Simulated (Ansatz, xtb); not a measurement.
# Relaxing a trial structure of H3N2O

The starting geometry of this gas-phase doublet has its atoms placed at random.

```xyz
6

N    -0.5146    0.8959    0.2054
N    -1.1466   -0.2319   -1.1640
O     0.5288    0.9378   -0.5532
H     0.0069    0.6234    1.2517
H    -1.7135    0.0845   -0.5374
H     1.3724    0.1089   -0.9632
```

Q: One run relaxed it with r2SCAN-D4/def2-SVP. What is a likely outcome?

A: It ends as `[NH]NO`. Distances that change by over a tenth: N1–H4 (1.20 → 1.03 Å), N2–H5 (0.90 → 1.03 Å). Contacts that close: N1–N2 (1.88 → 1.32 Å), O3–H6 (1.25 → 0.97 Å).

The energy falls by 6.78 eV over 20 steps:

```json
{"step": "1", "E − E(last) (eV)": "6.778"}
{"step": "3", "E − E(last) (eV)": "2.438"}
{"step": "5", "E − E(last) (eV)": "1.050"}
{"step": "7", "E − E(last) (eV)": "0.300"}
{"step": "9", "E − E(last) (eV)": "0.085"}
{"step": "12", "E − E(last) (eV)": "0.010"}
{"step": "14", "E − E(last) (eV)": "0.004"}
{"step": "16", "E − E(last) (eV)": "0.001"}
{"step": "18", "E − E(last) (eV)": "0.000"}
{"step": "20", "E − E(last) (eV)": "0.000"}
```

Final geometry (Å):

```xyz
6

N    -0.3192    0.7477   -0.0317
N    -0.9679   -0.0780   -0.8318
O     1.0613    0.7841   -0.2653
H    -0.4302    0.6899    0.9903
H    -1.9249   -0.1266   -0.4619
H     1.1142    0.4015   -1.1603
```

From the same start GFN2-xTB reaches the same bonding as this run.

From so rough a start the end depends on the optimiser's path, so another program may land elsewhere. No frequencies were run, so the end isn't proven a minimum. Open shells are spin-unrestricted. Run with Ansatz 0.2.0, 80 s on 1 thread of Arm Neoverse V1, with other jobs on the host.
